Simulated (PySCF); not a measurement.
Bonds broken one at a time in the series Ga Cl-SiH3. Gas-phase values, no solvent. Strings in code marks are SMILES.

The dipole moment from two functionals at the same geometries (B3LYP-D3(BJ)/def2-TZVP), both in PySCF: PBE-D3(BJ)/def2-TZVP and B3LYP-D3(BJ)/def2-TZVP. B3LYP has the VWN-RPA correlation part, as in Gaussian. 

```
species                                    PBE-D3(BJ)/def2-TZVP (D)  B3LYP-D3(BJ)/def2-TZVP (D)
-----------------------------------------  ------------------------  --------------------------
radical fragment (`[Cl]`)                                      0.00                        0.00
radical fragment (`[Cl][Ga][Cl]`)                              1.64                        1.83
whole molecule (`[SiH3][Ga]([Cl])[Cl]`)                        2.72                        2.85
radical fragment (`[SiH3]`)                                    0.03                        0.08
radical fragment (`[Cl][Ga][SiH3]`)                            2.24                        2.45
whole molecule (`[SiH3][Ga]([SiH3])[Cl]`)                      2.08                        2.24
```

Over these rows, drawn at random from the members with no instability flagged (it was tested for open shells, ions and some series alone), PBE minus B3LYP-D3(BJ): mean -0.12 D, from -0.21 D to 0.00 D.
